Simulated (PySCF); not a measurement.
# A workflow on CH4O (methanol), part 2 of 2

PySCF 2.14.0. Earlier steps stand in the parts before.

## (3) Vibrational wavenumbers at PBE0-D4/def2-TZVP (density fitting with def2-universal-jkfit) (run 2)

mol.xyz

```xyz
6
CH4O
C      0.027171    -0.283185    -0.663103
O     -0.064358     0.237655     0.642856
H     -0.732434    -1.060457    -0.751268
H      1.004957    -0.738277    -0.864158
H     -0.171178     0.475239    -1.430597
H      0.596471     0.925577     0.743338
```

job.py

```python
import numpy
from pyscf import gto, dft, symm
from pyscf.hessian import thermo

mol = gto.Mole()
mol.atom = 'mol.xyz'
mol.basis = 'def2-tzvp'
mol.max_memory = 1860
mol.verbose = 3
mol.build()

ks = dft.RKS(mol)
ks.xc = 'pbe0'
ks = ks.density_fit(auxbasis='def2-universal-jkfit')
ks.disp = 'd4'
ks.grids.level = 4
ks.conv_tol = 1e-09
ks.max_cycle = 100
ks.kernel()

energy = ks.e_tot
print('E = %.10f Eh' % energy)
hess = ks.Hessian().kernel()
modes = thermo.harmonic_analysis(mol, hess)
print('frequencies (1/cm)', numpy.round(modes['freq_wavenumber'], 1))
symm.geom.TOLERANCE = 1e-3  # for the symmetry number
th = thermo.thermo(ks, modes['freq_au'], 298.15, 101325)
thermo.dump_thermo(mol, th)
```

The run is started by

```bash
$ OMP_NUM_THREADS=1 python job.py
```

Log:

```text
converged SCF energy = -115.638550019556
E = -115.6385500196 Eh

WARN: DFTD4 does not support analytical Hessian, using finite difference.

WARN: Mole.unit (angstrom) is changed to Bohr

frequencies (1/cm) [ 306.9 1064.3 1107.6 1173.7 1374.  1477.1 1490.3 1505.8 3005.1 3057.5
 3131.5 3879.1]
temperature 298.1500 [K]
pressure 101325.00 [Pa]
Rotational constants [GHz] 128.52607 25.05997 24.18462
Symmetry number 1
Zero-point energy (ZPE) 0.05142 [Eh]   135015.680 [J/mol]
                           tot       elec      trans        rot        vib
Entropy [J/mol/K]       238.080      0.000    151.986     79.339      6.756
Cv [J/mol/K]             36.730      0.000     12.472     12.472     11.786
Cp [J/mol/K]             45.044      0.000     20.786     12.472     11.786
Internal energy [J/mol]                      3718.434   3718.434 136346.178
Internal energy [Eh]   -115.58379  -115.63855
Enthalpy [J/mol]                             6197.391   3718.434 136346.178
Enthalpy [Eh]          -115.58284
Gibbs free energy [J/mol]                  -39117.165 -19936.428 134331.972
Gibbs free energy [Eh] -115.60988
```

Run time: 65 s. Hardware: 1 thread of INTEL XEON PLATINUM 8581C at 2.10GHz (Emerald Rapids), shared host; peak memory 1.2 GiB.

## (4) The energy at CCSD(T)/def2-TZVPP (run 3)

input.py

```python
from pyscf import gto, cc

mol = gto.M(
    atom=[
    ('C', (-0.078772, -0.206424, -0.271478)),
    ('O', (-0.170301, 0.314416, 1.034481)),
    ('H', (-0.838377, -0.983696, -0.359643)),
    ('H', (0.899011, -0.661512, -0.472535)),
    ('H', (-0.277124, 0.552004, -1.038974)),
    ('H', (0.490528, 1.002338, 1.134963)),
],
    max_memory=1860,
    verbose=3,
    basis='def2-tzvpp',
)

mf = mol.RHF()
mf.conv_tol = 1e-10
mf.kernel()
if not mf.converged:
    mf = mf.newton().run(mf.mo_coeff, mf.mo_occ)

mycc = cc.CCSD(mf, frozen=2)
mycc.kernel()
e_t = mycc.ccsd_t()
etot = mycc.e_tot + e_t
print('E = %.10f Eh' % etot)
```

The run is started by

```bash
$ OMP_NUM_THREADS=1 python input.py
```

Log:

```text
converged SCF energy = -115.095015810811
E(CCSD) = -115.5407389236098  E_corr = -0.4457231127985771
CCSD(T) correction = -0.0146004374466565
E = -115.5553393611 Eh
```

Run time: 38 s. Hardware: 1 thread of INTEL XEON PLATINUM 8581C at 2.10GHz (Emerald Rapids), shared host; peak memory 1.7 GiB.

Runs 4 to 18 aren't shown in full; the table further down has their settings and results.

## (5) The doublet cation: a single-point energy at UB3LYP/6-31G(d) (spherical functions) (run 19)

calc.py

```python
from pyscf import gto, dft

mol = gto.Mole()
mol.atom = [
    ('C', (-0.078772, -0.206424, -0.271478)),
    ('O', (-0.170301, 0.314416, 1.034481)),
    ('H', (-0.838377, -0.983696, -0.359643)),
    ('H', (0.899011, -0.661512, -0.472535)),
    ('H', (-0.277124, 0.552004, -1.038974)),
    ('H', (0.490528, 1.002338, 1.134963)),
]
mol.verbose = 3
mol.charge = 1
mol.basis = '6-31g*'
mol.spin = 1
mol.max_memory = 1860
mol.build()

calc0 = dft.UKS(mol)
calc0.xc = 'b3lyp'
calc0.conv_tol = 1e-10
calc0.grids.level = 5
calc0.kernel()
if not calc0.converged:
    calc0 = calc0.newton().run(calc0.mo_coeff, calc0.mo_occ)

energy = calc0.e_tot
print('E(%s) = %.9f' % ('B3LYP', energy))
```

The run is started by

```bash
$ OMP_NUM_THREADS=1 python calc.py
```

Log:

```text
WARN: HOMO -0.360969535643047 >= LUMO -0.360969535643045

converged SCF energy = -115.320981442922  <S^2> = 0.75366143  2S+1 = 2.0036581
E(B3LYP) = -115.320981443
```

Wall time 6.9 s (1 thread of INTEL XEON PLATINUM 8581C at 2.10GHz (Emerald Rapids), shared host); peak memory 0.25 GiB.

## (6) All runs side by side

```
run                                                             level         task  optimizer  partner  energy (Eh)  dipole moment (D) of the reference  HOMO energy (eV)  LUMO energy (eV)  wall time
  1     PBE0-D4/def2-TZVP (density fitting with def2-universal-jkfit)     optimise  geomeTRIC     base  -115.638550                                1.67             -7.88              1.11       52 s
  2     PBE0-D4/def2-TZVP (density fitting with def2-universal-jkfit)  frequencies          –     base  -115.638550                                1.67             -7.88              1.11       65 s
  3                                                CCSD(T)/def2-TZVPP       energy          –     base  -115.555339                                1.78            -12.23              3.70       38 s
  4     RI-MP2/def2-QZVPP (density fitting with def2-universal-jkfit)       energy          –     base  -115.558306                                1.78            -12.26              2.77      1.5 s
  5                                                 PBE-D4/def2-TZVPP       energy          –     base  -115.633467                                1.56             -6.17              0.22       11 s
  6                                              r2SCAN-D4/def2-TZVPP       energy          –     base  -115.706108                                1.60             -6.53              1.06       21 s
  7                                               B3LYP-D4/def2-TZVPP       energy          –     base  -115.780953                                1.64             -7.65              0.69       12 s
  8                                                PBE0-D4/def2-TZVPP       energy          –     base  -115.641111                                1.63             -7.89              1.10       11 s
  9                                                wB97M-V/def2-TZVPP       energy          –     base  -115.717730                                1.64            -10.36              2.53       44 s
 10                                                 B2PLYP/def2-TZVPP       energy          –     base  -115.682641                                1.71             -9.56              1.95       13 s
 11                                                  SVWN5/def2-TZVPP       energy          –     base  -114.839734                                1.62             -6.28              0.11      6.6 s
 12                                                 M06-2X/def2-TZVPP       energy          –     base  -115.717773                                1.68             -9.62              1.67       19 s
 13                                B3LYP/6-31G* (spherical functions)       energy          –     base  -115.712025                                1.66             -7.17              2.15      4.2 s
 14                                                         HF/STO-3G       energy          –     base  -113.546807                                1.48             -9.68             16.04     0.52 s
 15                                                UPBE-D4/def2-TZVPP       energy          –   cation  -115.241591                                   –            -16.56            -15.08       19 s
 16                                              UB3LYP-D4/def2-TZVPP       energy          –   cation  -115.380494                                   –            -17.96            -14.12       20 s
 17                                               UPBE0-D4/def2-TZVPP       energy          –   cation  -115.244408                                   –            -18.18            -13.67       21 s
 18  U-wB97M-V/def2-TZVPP (density fitting with def2-universal-jkfit)       energy          –   cation  -115.317646                                   –            -20.59            -11.41       47 s
 19                               UB3LYP/6-31G* (spherical functions)       energy          –   cation  -115.320981                                   –            -17.95            -14.07      6.9 s
```

## (7) Outcome

This closing draws on all 2 parts.

| quantity | value |
| --- | --- |
| doublet cation, run 19: total energy | -115.32098 Eh |
| doublet cation, run 19: HOMO energy (highest over α and β) | -17.95 eV |
| doublet cation, run 19: LUMO energy (lowest over α and β) | -14.07 eV |
| doublet cation, run 19: ⟨S²⟩ | 0.754 |
| vertical ionisation energy (to the doublet cation), PBE-D4/def2-TZVPP | 10.664 eV |
| vertical ionisation energy (to the doublet cation), B3LYP-D4/def2-TZVPP | 10.897 eV |
| vertical ionisation energy (to the doublet cation), PBE0-D4/def2-TZVPP | 10.795 eV |
| vertical ionisation energy (to the doublet cation), B3LYP/6-31G* | 10.641 eV |

What this shows: At PBE-D4/def2-TZVPP: removing an electron at fixed nuclei costs 10.66 eV (246 kcal/mol). −ε(HOMO) before ionisation, 6.17 eV, is 4.50 eV below this ionisation energy. The measured vertical value is 10.96 eV (NIST CCCBDB): this level is 0.30 eV (2.7 %) too low. At B3LYP-D4/def2-TZVPP: removing an electron at fixed nuclei costs 10.90 eV (251 kcal/mol). The negative HOMO energy of the first species, 7.65 eV, lies 3.25 eV below that difference. The measured vertical value is 10.96 eV (NIST CCCBDB): this level is 0.06 eV (0.6 %) too low. Totals of different functionals can't be ranked against each other. In run 14 the basis is minimal, so the values are rough. All runs together took 6.9 min, the longest 65 s.
